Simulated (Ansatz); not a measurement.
# Energy profile

The step: CH₃O ([CH3][O]) + H₂S → CH₄O ([CH3][OH]) + HS; bonds formed: H1–O3; bonds broken: H1–S2 (atoms numbered as in the saddle structure below).

H1  (0.690, -0.545, -0.807)
S2  (1.927, 0.088, -1.184)
O3  (-0.333, -0.830, 0.077)
C4  (-1.052, 0.280, 0.462)
H5  (2.631, -0.659, -0.320)
H6  (-1.304, 0.947, -0.371)
H7  (-0.564, 0.838, 1.271)
H8  (-1.994, -0.118, 0.873)
(Å)

Electronic energies by CCSD(T) at an estimated basis limit (MP2 extrapolated from triple and quadruple zeta, plus CCSD(T) − MP2 in triple zeta), on PBE0-D4/def2-TZVP structures; CH₅OS, doublet; no counterpoise correction; spin–orbit coupling, which lowers free halogen atoms and radicals such as OH and SH, is left out. Ansatz 0.2.0; basis: def2-TZVPP and def2-QZVPP; cores frozen in the correlated methods; orbitals are unrestricted. Extrapolation: Hartree–Fock as exp(−7.88 √X), correlation as X^−2.97.

Give the profile in kcal/mol, counted from the separated reactants. (Judge from chemistry; the value comes from the calculation.)

The calculation gives:
```json
{"point": "separated: H₂S (H1, S2, H5; singlet) + CH₃O (linked as [CH3][O]; O3, C4, H6, H7, H8; doublet)", "kcal/mol": "0.00"}
{"point": "start structure", "kcal/mol": "-2.70"}
{"point": "saddle", "kcal/mol": "4.17"}
{"point": "end structure", "kcal/mol": "-20.43"}
{"point": "separated: CH₄O (linked as [CH3][OH]; H1, O3, C4, H6, H7, H8; singlet) + HS (S2, H5; doublet)", "kcal/mol": "-17.72"}
```

T1 diagnostic: at most 0.025. ⟨S²⟩ of the unrestricted Hartree–Fock references: 0.76 to 0.78 (a pure state has 0.75).

For scale, one of the runs: CCSD(T)/def2-TZVPP, 174 basis functions (an equivalent command: `ansatz run in.yaml --threads 4`). The run took 94 s on 4 CPU threads (shared host), with 3.9 GiB of host memory at its peak.
